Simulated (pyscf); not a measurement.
This saddle point was located with ωB97X-D3(BJ)/def2-SVP in PySCF.

```xyz
10

As    -1.7077    -0.2996    -0.0188
Si     0.4147     0.1200     1.3373
H     -0.3781     0.7317    -0.0362
H     -2.4380     0.9038     0.5395
H      1.0678    -1.1789     1.0567
H     -0.2425     0.2262     2.6613
H      1.4061     1.2266     1.1921
Si    -2.3414    -0.3742    -2.3041
H     -1.1782    -1.2822    -2.6664
H     -1.7478     0.9542    -2.7339
```

Surface: singlet, charge 0. Lowest wavenumbers (cm⁻¹): 464i, 76, 96, 185, 275.

Question: What reaction is this the transition state of?

Answer: H₃Si–AsH₂ + SiH₂ [singlet] <-> H₂Si=AsH + SiH₄, a concerted two-bond exchange read from left to right: As–Si, As–H broken and As–Si, H–Si formed. At CCSD(T)/def2-TZVPP + ΔMP2(QZVPP) it lies +9.9 kcal/mol from the left side and +37.5 kcal/mol from the right (each side as separated species at their lowest minima found). On the reactant side the descent ends in an adduct with a As–Si contact, 29.5 kcal/mol under the separated species and 35.6 kcal/mol under the saddle at ωB97X-D3(BJ)/def2-TZVP. What is counted as formed (As–Si) is already present as a longer contact in the reactant adduct; forming that adduct is a step of its own. At ωB97X-D3(BJ)/def2-TZVP the barrier from the zero used here is 6.1 kcal/mol. The same reactants have a lower exit, to H₃Si–SiH₂–AsH₂ (barrier +2.3 kcal/mol at ωB97M-D3(BJ)/def2-TZVP, against +10.8 kcal/mol here). One saddle was located; it need not be the lowest between these sides. The CCSD(T) − MP2 part came from Ansatz, without density fitting, on the same reference. The frozen core leaves the outer d or s,p core shells of the metals and heavy elements correlated in the MP2 and CC values, and def2-TZVPP describes them poorly, which can shift differences by a few kcal/mol. Elements up to Kr have no core potential and no relativistic terms here.
